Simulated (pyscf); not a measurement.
Structures and frequencies: ωB97X-D3(BJ)/def2-SVP in PySCF. Correlated levels are frozen-core, on RHF or UHF. ΔMP2 is the change of the MP2 total energy from the triple- to the quadruple-zeta basis.

**Question.** PBE/def2-TZVP puts the barrier of HCl + GaH [singlet] → Cl–GaH₂ (insertion; singlet surface; Cl–H broken, Cl–Ga, Ga–H formed) at 1.1 kcal/mol and the reaction energy at -45.6 kcal/mol, from the separated reactants. What do B3LYP-D3(BJ)/def2-TZVP, PBE0-D3(BJ)/def2-TZVP, CCSD(T)/def2-TZVPP + ΔMP2(QZVPP) give on the same structures?

**Answer.** B3LYP-D3(BJ): ΔE‡ = 8.0 kcal/mol, ΔE = -44.3 kcal/mol; PBE0-D3(BJ): ΔE‡ = 5.2 kcal/mol, ΔE = -49.1 kcal/mol; CCSD(T): ΔE‡ = 10.8 kcal/mol, ΔE = -47.5 kcal/mol. PBE's barrier lies under all of them, by 4.1 to 9.7 kcal/mol. Its reaction energy lies among theirs. Low barriers are usual for a GGA, whose delocalisation error favours stretched bonds. On the reactant side the descent ends in a complex, 5.4 kcal/mol under the separated species and 15.0 kcal/mol under the saddle at ωB97X-D3(BJ)/def2-TZVP. This is the saddle that the search found; another between the same sides may lie lower. The CCSD(T) − MP2 part came from Ansatz, without density fitting, on the same reference. The frozen core leaves the outer d or s,p core shells of the metals and heavy elements correlated in the MP2 and CC values, and def2-TZVPP describes them poorly, which can shift differences by a few kcal/mol. Elements up to Kr have no core potential and no relativistic terms here.
